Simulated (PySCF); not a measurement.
Structure with atom numbers: `[CH3:1][S:2][SiH2-:3]`. Each H is labelled by its parent atom.

Geometry: PBE0-D3(BJ)/def2-SVP; GIAO shifts from PySCF 2.14.0 with density-fitted response routines, gas phase, non-relativistic, averaged over equivalent atoms.

At PBE0/pcSseg-1 (90 basis functions, 4.6 s wall time on 1 thread of an Arm Neoverse V1, shared host):
```json
{"atoms": "C1", "δ (ppm)": "26.1"}
{"atoms": "S2", "δ (ppm)": "-213.0"}
{"atoms": "Si3", "δ (ppm)": "-62.2"}
{"atoms": "H(Si3)", "δ (ppm)": "4.21"}
{"atoms": "H(C1)", "δ (ppm)": "1.31"}
```

Scale: TMS for 13C (184.41 ppm) and 29Si (351.99 ppm) and 1H (31.27 ppm); 33S (495.66 ppm) vs CS2 (reference shieldings calculated alike).

Problem. Predict the values at HF/pcSseg-2 on the same geometry.

Solution. 
```tsv
atoms	δ at HF/pcSseg-2	change
C1	22.9	-3.2
S2	-211.7	+1.3
Si3	-57.5	+4.7
H(Si3)	3.93	-0.28
H(C1)	1.42	+0.11
```

Scale: TMS for 13C (191.47 ppm) and 29Si (382.96 ppm) and 1H (31.68 ppm); 33S (522.21 ppm) against CS2 (reference shieldings calculated alike).

The largest change is at Si3 (silicon bonded to S, 2 H). Cost: 192 basis functions, 5.9 s wall time on 1 thread of an Arm Neoverse V1, shared host.
